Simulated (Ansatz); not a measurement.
# SiH₃O+ (SMILES O[SiH2+]): one structure at several levels

Aim: energy, forces and dipole at a structure displaced at random from a GFN2-xTB minimum, from CCSD(T) and from density functionals.

Method: single points in def2-TZVPP; program: Ansatz 0.2.0, Gaussian basis.

Correlated methods freeze the cores. B3LYP uses VWN-RPA correlation.

## 1. Where the work starts

SMILES `O[SiH2+]`, 5 atoms, charge 1, spin multiplicity 1.

Atoms are counted from 1 here; the program's logs count them from 0.

Bond lengths: O1–Si2 1.552 Å, O1–H3 0.971 Å, Si2–H4 1.469 Å, Si2–H5 1.449 Å. Angles: Si2–O1–H3 152.9°, O1–Si2–H4 109.0°, O1–Si2–H5 120.0°, H4–Si2–H5 130.9°.

As a file:

```xyz
5
charge 1, multiplicity 1
O     0.36590   -0.80650    0.47180
Si   -0.26320    0.38060   -0.30470
H     1.01280   -1.19260    1.08420
H    -1.47800   -0.08370   -0.98800
H     0.34040    1.69550   -0.23070
```

## 2. CCSD(T)/def2-TZVPP

File run/in.yaml:

```yaml
crystal:
  periodic: [false, false, false]
  atoms:
    - {symbol: O, position_ang: [0.365900, -0.806500, 0.471800]}
    - {symbol: Si, position_ang: [-0.263200, 0.380600, -0.304700]}
    - {symbol: H, position_ang: [1.012800, -1.192600, 1.084200]}
    - {symbol: H, position_ang: [-1.478000, -0.083700, -0.988000]}
    - {symbol: H, position_ang: [0.340400, 1.695500, -0.230700]}
basis:
  gaussian: {orbitals: def2-TZVPP}
total_charge: 1
correlation: {method: ccsd_t}
output: {forces: true}
```

No record of the launch command was kept for these runs.

## 3. PBE0-D4/def2-TZVPP

run/in.yaml: that of step 2 with these lines changed.

```diff
@@ -11,3 +11,3 @@
 total_charge: 1
-correlation: {method: ccsd_t}
-output: {forces: true}
+hamiltonian: {xc: pbe0, dispersion: d4}
+output: {forces: true, orbitals: {seedname: orbitals}}
```

## 4. wB97M-V/def2-TZVPP

run/in.yaml: that of step 3 with these lines changed.

```diff
@@ -11,3 +11,3 @@
 total_charge: 1
-hamiltonian: {xc: pbe0, dispersion: d4}
-output: {forces: true, orbitals: {seedname: orbitals}}
+hamiltonian: {xc: {name: wB97M-V}}
+output: {forces: true}
```

## 5. r2SCAN-D4/def2-TZVPP

run/in.yaml: that of step 4 with these lines changed.

```diff
@@ -11,3 +11,3 @@
 total_charge: 1
-hamiltonian: {xc: {name: wB97M-V}}
+hamiltonian: {xc: r2scan, dispersion: d4}
 output: {forces: true}
```

## 6. PBE-D4/def2-TZVPP

run/in.yaml: that of step 5 with these lines changed.

```diff
@@ -11,3 +11,3 @@
 total_charge: 1
-hamiltonian: {xc: r2scan, dispersion: d4}
+hamiltonian: {xc: pbe, dispersion: d4}
 output: {forces: true}
```

## 7. CAM-B3LYP-D4/def2-TZVPP

run/in.yaml: that of step 6 with these lines changed.

```diff
@@ -11,3 +11,3 @@
 total_charge: 1
-hamiltonian: {xc: pbe, dispersion: d4}
+hamiltonian: {xc: {name: CAM-B3LYP}, dispersion: d4}
 output: {forces: true}
```

## 8. B3LYP-D4/def2-TZVPP

run/in.yaml: that of step 7 with these lines changed.

```diff
@@ -11,3 +11,3 @@
 total_charge: 1
-hamiltonian: {xc: {name: CAM-B3LYP}, dispersion: d4}
+hamiltonian: {xc: {name: B3LYP}, dispersion: d4}
 output: {forces: true}
```

(Steps that only read results are left out.)

Before running it: what results should come out? Wanted: energy less free atoms, CCSD(T)/def2-TZVPP; RMS force component; RMS force error; HOMO and LUMO, PBE0-D4; T1 diagnostic.

**Answer**, as computed:

| quantity | value |
| --- | --- |
| energy less free atoms, CCSD(T)/def2-TZVPP | -185.9 kcal/mol |
| RMS force component | 0.321 to 0.371 eV/Å over the methods |
| RMS force error | PBE0-D4 0.107, wB97M-V 0.059, r2SCAN-D4 0.081, PBE-D4 0.212, CAM-B3LYP-D4 0.127, B3LYP-D4 0.054 eV/Å |
| HOMO and LUMO, PBE0-D4 | -16.35 and -8.74 eV |
| T1 diagnostic | 0.014 |

What this shows: Against CCSD(T) the functionals' energies less atoms differ by -11.9 to -0.6 kcal/mol, PBE-D4 by -7.8 kcal/mol. The reference is not at the basis limit: in triple zeta CCSD(T) underbinds, which counts against methods that bind more; the gaps are no ranking. On forces the order runs from B3LYP-D4 to PBE-D4. Frozen-core CCSD(T) forces in triple zeta carry basis errors of their own, and this is one geometry, so small gaps rank nothing.
